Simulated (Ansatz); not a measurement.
Relaxed structures of CHOS, doublet (PBE0-D4/def2-TZVP; forces vanish, vibrations not checked; lower isomers may exist, and structures with a doubtful reference or unclear bonds are left out; Å). Ansatz 0.2.0; basis: def2-TZVPP; cores frozen in the correlated methods; orbitals are unrestricted.

Rank them by CCSD(T) energy, lowest first, and give each one's height above the lowest. Links in brackets join atoms within 1.22 times the sum of their covalent radii (1.1 for two metals). (Judge from chemistry; the value comes from the calculation.)
A.
CHOS ([O][C][SH])
```
4
angstrom
C -0.2236 -0.6613 0.0264
O -0.5829 -1.3487 0.9004
S 0.2716 1.0405 0.0746
H 0.5200 1.0876 -1.2422
```
B.
CHOS ([OH][C][S])
```
4
angstrom
C -0.2395 -0.3910 0.1735
O 0.2753 0.7164 -0.2907
S 0.3926 -1.6326 0.9158
H -0.4217 1.2537 -0.6896
```
C.
CHOS ([CH]1[O][S]1)
```
4
angstrom
C 0.1336 0.4603 0.0241
O -0.8737 -0.2659 0.5217
S 0.6666 -1.1344 0.4087
H 0.0735 0.9401 -0.9544
```

By the calculation: A (0.00 kcal/mol), B (13.03 kcal/mol), C (54.17 kcal/mol). Heights count from the lowest.

The T1 diagnostic stays at or below 0.029. ⟨S²⟩ of the unrestricted Hartree–Fock references: 0.77 to 0.80 (a pure state has 0.75). The unrestricted reference is spin-contaminated, which hurts MP2 most.

For scale, one of the runs: CCSD(T)/def2-TZVPP, 118 basis functions, launched by `ansatz run in.yaml --threads 2 --pin off --events-out ev --progress --plain --max-ram 4352MiB`. Hardware: 2 CPU threads of an Arm Neoverse V1, shared host. Wall time 24 s; peak host memory 1 GiB.
